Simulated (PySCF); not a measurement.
## Assignment exercise: C4H6N2

Cartesian coordinates in Å; atom numbers follow the order of the lines, from 1:
```xyz
12

C    -1.668   -0.130    0.054
N    -0.242    0.040   -0.033
C     0.716   -0.772    0.522
C     1.922   -0.208    0.174
N     1.724    0.919   -0.572
C     0.424    1.039   -0.677
H    -2.009   -0.091    1.100
H    -2.161    0.680   -0.500
H    -1.979   -1.090   -0.385
H     0.459   -1.656    1.099
H     2.921   -0.561    0.427
H    -0.108    1.829   -1.209
```

PySCF calculation with spin–spin couplings from B3LYP/pcJ-1 (spin–dipole term only in couplings to heteroatoms), PBE0/pcSseg-1 with gauge-including orbitals and coordinates at the PBE0-D3(BJ)/def2-SVP level; one averaged value for each set of equivalent atoms, gas phase, non-relativistic, one conformer.

Scale: TMS for ¹³C (σref 184.41) and ¹H (σref 31.27) (reference shieldings calculated alike).

Problem. Assign these signals to the numbered atoms. ¹³C{¹H} NMR (computed): δ 140.4 (CH), 137.1 (CH), 122.6 (CH), 32.8 (CH3).

Solution. 
| δ (ppm) | atoms | environment | reason |
| --- | --- | --- | --- |
| 140.4 | C6 | aromatic CH between two ring heteroatoms | – |
| 137.1 | C4 | aromatic CH next to a ring nitrogen | – |
| 122.6 | C3 | aromatic CH next to a ring nitrogen | – |
| 32.8 | C1 | methyl carbon bonded to N | deshielded by the electronegative neighbour |

Problem. Assign these signals to the numbered atoms. ¹H NMR (500 MHz, computed): δ 7.18 (d, J = 1.5 Hz, 1H), 7.05 (d, J = 1.4 Hz, 1H), 6.85 (t, J = 1.5 Hz, 1H), 3.52 (s, 3H).

Solution. 
| δ (ppm) | atoms | environment | reason |
| --- | --- | --- | --- |
| 7.18 | H11 | hydrogen on an aromatic CH next to a ring nitrogen | it sits in the deshielding region of the aromatic ring current |
| 7.05 | H12 | hydrogen on an aromatic CH between two ring heteroatoms | the ring current deshields protons in the ring plane |
| 6.85 | H10 | hydrogen on an aromatic CH next to a ring nitrogen | aromatic region |
| 3.52 | H7/H8/H9 | hydrogen on a methyl carbon bonded to N | its carbon carries N, which withdraws density |

Splittings below 1 Hz are ignored in the labels, and close J values are merged. Unscaled 3J(H,H) at this level run about 10 % above measured values. Shifts are as computed. Against solution values, carbons near 30 ppm lie about +2 ppm off and those near 130 ppm about +5 ppm. Of 1211 compounds with measured shifts, 218 miss one by over three times the rms of a fit or turn the order of signals round; such compounds aren't used in these exercises.
